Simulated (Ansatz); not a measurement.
# C6H8: vertical ionisation energy

How much energy removes an electron from C6H8 at fixed geometry? The cation is run at each level and the neutral's energy taken from earlier runs.

Method: unrestricted cation, the program's frozen cores in correlated methods; program: Ansatz 0.2.0, Gaussian basis.

Plan: UKS PBE-D4/def2-TZVPP; UKS r2SCAN-D4/def2-TZVPP; UKS PBE0-D4/def2-TZVPP; UKS B3LYP-D4/def2-TZVPP; UKS wB97X-V/def2-TZVPP; UKS wB97M-V/def2-TZVPP; UKS B2PLYP/def2-TZVPP; UHF-CCSD(T)/def2-TZVPP; UHF-MP2/def2-QZVPP; extrapolation to the limit; then −ε(HOMO) from the neutral's earlier runs with LDA (SPW92), PBE-D4, revPBE-D4, BLYP-D4, r2SCAN-D4, B97M-V, PBE0-D4, B3LYP-D4, r2SCANh-D4, r2SCAN0-D4, HSE06-D4, BHLYP-D4, CAM-B3LYP-D4, LC-ωPBE, ωB97X-V, ωB97M-V.

## Step 1: The geometry

An earlier PBE0-D4 in a triple-zeta def2 set relaxation fixed the geometry.

14 atoms, charge 0, spin multiplicity 1.

Atoms are counted from 1 here; the program's logs count them from 0.

Bond lengths: C1–C2 1.487 Å, C1–H7 1.091 Å, C1–H8 1.094 Å, C1–H9 1.094 Å, C2–C3 1.344 Å, C2–C6 1.466 Å, C3–C4 1.492 Å, C3–H10 1.082 Å, C4–C5 1.493 Å, C4–H11 1.098 Å, C4–H12 1.098 Å, C5–C6 1.340 Å, C5–H13 1.081 Å, C6–H14 1.084 Å. Angles: C2–C1–H7 111.4°, C2–C1–H8 111.1°, C2–C1–H9 111.1°, H7–C1–H8 108.1°, H7–C1–H9 108.2°, H8–C1–H9 106.8°, C1–C2–C3 128.0°, C1–C2–C6 123.8°, C3–C2–C6 108.2°, C2–C3–C4 109.8°, C2–C3–H10 126.1°, C4–C3–H10 124.1°, C3–C4–C5 103.2°, C3–C4–H11 112.2°, C3–C4–H12 112.2°, C5–C4–H11 111.8°, C5–C4–H12 111.8°, H11–C4–H12 105.8° and more.

## Step 2: Cation, UKS PBE-D4/def2-TZVPP

Input file in.yaml:

```yaml
crystal:
  periodic: [false, false, false]
  atoms:
    - {symbol: C, position_ang: [-1.062100, 0.037534, 1.796179]}
    - {symbol: C, position_ang: [-0.294993, 0.002848, 0.522251]}
    - {symbol: C, position_ang: [0.911270, -0.546754, 0.297976]}
    - {symbol: C, position_ang: [1.300031, -0.347978, -1.128321]}
    - {symbol: C, position_ang: [0.139867, 0.398875, -1.697682]}
    - {symbol: C, position_ang: [-0.770062, 0.592604, -0.732723]}
    - {symbol: H, position_ang: [-0.517701, -0.456780, 2.601856]}
    - {symbol: H, position_ang: [-2.031571, -0.458243, 1.685552]}
    - {symbol: H, position_ang: [-1.266863, 1.067453, 2.104681]}
    - {symbol: H, position_ang: [1.523573, -1.060130, 1.027754]}
    - {symbol: H, position_ang: [1.467344, -1.299863, -1.649688]}
    - {symbol: H, position_ang: [2.236567, 0.216631, -1.228508]}
    - {symbol: H, position_ang: [0.070595, 0.720191, -2.727974]}
    - {symbol: H, position_ang: [-1.718857, 1.104312, -0.842552]}
basis:
  gaussian: {orbitals: def2-TZVPP}
total_charge: 1
magnetization: {spin_polarized: true, initial_magnetization: 1}
hamiltonian: {xc: pbe, dispersion: d4}
```

Command:

```
$ ansatz run in.yaml --threads 2 --pin off --events-out ev --progress --plain --max-ram 32768MiB --backend cpu
```

Further steps of the session: Cation, UKS r2SCAN-D4/def2-TZVPP; Cation, UKS PBE0-D4/def2-TZVPP; Cation, UKS B3LYP-D4/def2-TZVPP; Cation, UKS wB97X-V/def2-TZVPP; Cation, UKS wB97M-V/def2-TZVPP; Cation, UKS B2PLYP (frozen core)/def2-TZVPP; Cation, UHF-CCSD(T)/def2-TZVPP; Cation, UHF-MP2/def2-QZVPP.

Q: Predict the results of all the runs planned. Wanted: ionisation energy, CCSD(T)/CBS; nearest functional by difference; nearest −ε(HOMO); −ε(HOMO) of PBE; T1 of the cation.

**Answer**, as computed:

```
                        quantity               value
  ionisation energy, CCSD(T)/CBS             8.52 eV
nearest functional by difference   B2PLYP (-0.31 eV)
                nearest −ε(HOMO)  ωB97X-V (-0.11 eV)
                 −ε(HOMO) of PBE             5.16 eV
                T1 of the cation               0.020
```

By cation minus neutral, the functionals miss by 0.49 eV at most. The PBE orbital energy is 3.4 eV too small: a semilocal HOMO is no ionisation energy. Among orbital estimates ωB97X-V comes nearest. Hartree-Fock falls 1.68 eV short, as the neutral has more correlation energy than the cation. The cation may have settled in a state other than its lowest; no search over hole states beyond the program's own was made.
